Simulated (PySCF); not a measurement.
# What PySCF settings do for PO⁻

Base input, run as `OMP_NUM_THREADS=1 python input.py` with PySCF 2.14:

```python
from pyscf import gto, scf

mol = gto.M(
    atom='P 0 0 0; O 0 0 1.765',
    basis='cc-pvdz',
    charge=-1,
    spin=2,
    verbose=4,
)
mf = scf.ROHF(mol)
mf.kernel()
mf.dip_moment()
print('orbital energies (hartree):', mf.mo_energy[..., max(0, mol.nelec[1]-3):mol.nelec[0]+3].round(4))
```

Base result: E(SCF) = -415.533028 Eh, 12 cycles. The basis has no diffuse functions, which an anion needs. The bond length is a typed value, not an optimised one. The dipole of an ion depends on the origin. No search for the lowest solution was made.

Hardware: Arm Neoverse V2, 1 thread, shared host. Wall time 0.59 s, peak memory 0.11 GiB.

Each row names what differs from the base; energies in brackets are changes from the base.

| change | result |
| --- | --- |
| SCF type: ROHF → UHF | E(SCF) = -415.542184 Eh (-0.2491 eV), 14 cycles, ⟨S²⟩ = 2.036 |
| basis set: cc-pvdz → sto-3g [no diffuse functions for the anion] | E(SCF) = -410.438150 Eh, 11 cycles |
| cycle limit: 50 → 3 [unsound on purpose] | not converged: SCF after 3 cycles |
| charge: -1 → 0; spin (2S): 2 → 3 [another spin of the ion may lie lower] [a high spin state] | E(SCF) = -415.444508 Eh (+2.4087 eV), 11 cycles, μz(SCF) = -2.70 D |
| spin (2S): 2 → 0 | E(SCF) = -415.482980 Eh (+1.3619 eV), 11 cycles |
| length unit: angstrom → bohr [unsound on purpose] | E(SCF) = -414.208510 Eh (+36.0420 eV), 8 cycles |
| geometry: bond 1.765 → bond 5.295 [stretched restricted solution, likely unstable] | not converged: SCF after 50 cycles |
| damping: none → 0.2 | stops with NotImplementedError (ROHF Fock-damping) during the SCF |
| geometry: bond 1.765 → bond 2.206 | E(SCF) = -415.330243 Eh (+5.5181 eV) |
| step after the SCF: none → cisd; frozen orbitals: default → 6 | E(SCF) = -415.533028 Eh (+0.0000 eV), 12 cycles, E(CISD) − E(SCF) = -0.28429 Eh |
| step after the SCF: none → eomip; frozen orbitals: default → 6; number of roots: default → 4 | E(SCF) = -415.533028 Eh (+0.0000 eV), 12 cycles, E(CCSD) − E(SCF) = -0.31167 Eh, ionisation roots 0.591, 0.591, 2.485, 2.485 eV |
| second-order solver: off → on | E(SCF) = -415.533028 Eh (+0.0000 eV), 5 cycles |
| geometry: bond 1.765 → bond 2.647 [stretched restricted solution, likely unstable] | E(SCF) = -415.397303 Eh (+3.6933 eV), 13 cycles |
| functional: none (Hartree–Fock) → slater,; SCF type: ROHF → ROKS; step after the SCF: none → analyze [unsound on purpose] | E(SCF) = -412.993394 Eh, 13 cycles |
| smearing width (hartree): none → 0.05 [unsound on purpose] [smearing does not keep the typed spin] | E(SCF) = -415.333910 Eh (+5.4183 eV), 13 cycles |
| Cartesian functions: off → on | E(SCF) = -415.534343 Eh (-0.0358 eV), 12 cycles |
| geometry: bond 1.765 → bond 1.889 | E(SCF) = -415.504339 Eh (+0.7807 eV), 13 cycles |
| basis set: cc-pvdz → 6-31g* [no diffuse functions for the anion] | E(SCF) = -415.510298 Eh (+0.6185 eV), 12 cycles |
| functional: none (Hartree–Fock) → pbe0; SCF type: ROHF → ROKS; step after the SCF: none → analyze | E(SCF) = -416.321954 Eh, 12 cycles |
| step after the SCF: none → tda; SCF type: ROHF → UHF; number of roots: default → 3 | E(SCF) = -415.542184 Eh (-0.2491 eV), 14 cycles, ⟨S²⟩ = 2.036, first excitations without spin–orbit coupling 2.95, 2.95, 3.12 eV |
| geometry: bond 1.765 → bond 0 [unsound on purpose] | stops with RuntimeError (Ill geometry) |
| PCM solvent, dielectric constant: none → 20.5 | E(SCF) = -415.641175 Eh (-2.9428 eV), 11 cycles |

Order these changes by how far they move the SCF energy from the base, largest first: (1) PCM solvent, dielectric constant: none → 20.5; (2) geometry: bond 1.765 → bond 1.889; (3) geometry: bond 1.765 → bond 2.206; (4) geometry: bond 1.765 → bond 2.647.

(3) +5.5181 eV, (4) +3.6933 eV, (1) -2.9428 eV, (2) +0.7807 eV.
